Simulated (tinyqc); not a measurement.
Ways to converge the cycle: SCF convergence aids in the sto-3g basis, for LiH+, spin multiplicity 2. Computed by the program tinyqc with PySCF. 

Geometry (angstrom):
```
atom       x       y       z
Li    0.0000  0.0000  0.0000
H     0.0000  0.0000  2.4220
```

lowest solution found by these runs and by PySCF with stability checks = -7.617371 hartree

UHF with one setting changed at a time; a run stops when the energy changes by less than 1e-09 hartree and the error matrix is below 1e-5. The start is random orbitals. Damping d keeps d of the old density; a shift (hartree) raises the virtual levels; DIIS n extrapolates F over n matrices.

Largest element of the error matrix X^T (FDS - SDF) X:
```
iteration    plain  damping 0.3  damping 0.6  shift 0.4   DIIS 3   DIIS 8
1          5.3e-01      5.3e-01      5.3e-01    5.3e-01  5.3e-01  5.3e-01
2          1.4e-01      1.6e-01      3.0e-01    1.6e-01  1.4e-01  1.4e-01
3          4.8e-02      7.7e-02      1.8e-01    1.5e-01  4.8e-02  4.8e-02
4          1.6e-02      4.4e-02      1.1e-01    1.0e-01  7.4e-03  7.4e-03
5          5.1e-03      2.4e-02      7.0e-02    6.6e-02  6.6e-04  6.5e-04
6          1.7e-03      1.3e-02      4.6e-02    4.0e-02  2.2e-04  1.5e-04
8          1.8e-04      3.5e-03      2.6e-02    1.4e-02  4.3e-06  8.3e-07
10         2.8e-05      9.8e-04      1.4e-02    5.6e-03        -        -
14               -      7.6e-05      4.0e-03    9.9e-04        -        -
20               -      1.9e-06      6.0e-04    7.5e-05        -        -
30               -            -      2.6e-05          -        -        -
45               -            -      2.3e-07          -        -        -
```

How each run ends:
```
run          iterations  E (hartree)         state
plain                12    -7.617371  lowest found
damping 0.3          21    -7.617371  lowest found
damping 0.6          45    -7.617371  lowest found
shift 0.4            25    -7.617371  lowest found
DIIS 3                9    -7.617371  lowest found
DIIS 8                9    -7.617371  lowest found
```

6 of 6 runs reach the lowest solution found, in 9 to 45 iterations (fastest: DIIS 3, DIIS 8). Plain steps already contract here, so damping only slows them. DIIS 3 and DIIS 8 gain by cancelling the error over several earlier matrices, much as a quasi-Newton step does.
